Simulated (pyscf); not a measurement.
HO–Au (SMILES [OH][Au]) + H₂ (SMILES [H][H]) -> AuH (SMILES [AuH]) + H₂O (SMILES O) (four-centre exchange; singlet surface; Au–O, H–H broken, Au–H, H–O formed). Structures and frequencies: ωB97X-D3(BJ)/def2-SVP in PySCF. Energies in kcal/mol from the separated reactants.

```json
[
 {"level": "PBE/def2-TZVP", "barrier": "23.2", "reaction energy": "-31.7"},
 {"level": "r²SCAN/def2-TZVP", "barrier": "26.1", "reaction energy": "-32.0"},
 {"level": "B3LYP-D3(BJ)/def2-TZVP", "barrier": "25.4", "reaction energy": "-31.7"},
 {"level": "PBE0-D3(BJ)/def2-TZVP", "barrier": "23.6", "reaction energy": "-34.2"},
 {"level": "M06-2X/def2-TZVP", "barrier": "25.0", "reaction energy": "-32.6"},
 {"level": "HF/def2-TZVP", "barrier": "30.9", "reaction energy": "-34.0"}
]
```

The functionals in the table span 2.9 kcal/mol in this barrier, from PBE to r²SCAN. On the product side the descent ends in a bound adduct (not fully relaxed), 19.2 kcal/mol under the separated species and 73.9 kcal/mol under the saddle at ωB97X-D3(BJ)/def2-TZVP. The reactants may also form a dative adduct at HO–Au; it and routes through it were not searched. This is the saddle that the search found; another between the same sides may lie lower. Elements past Kr carry the def2 core potentials, without spin-orbit coupling.
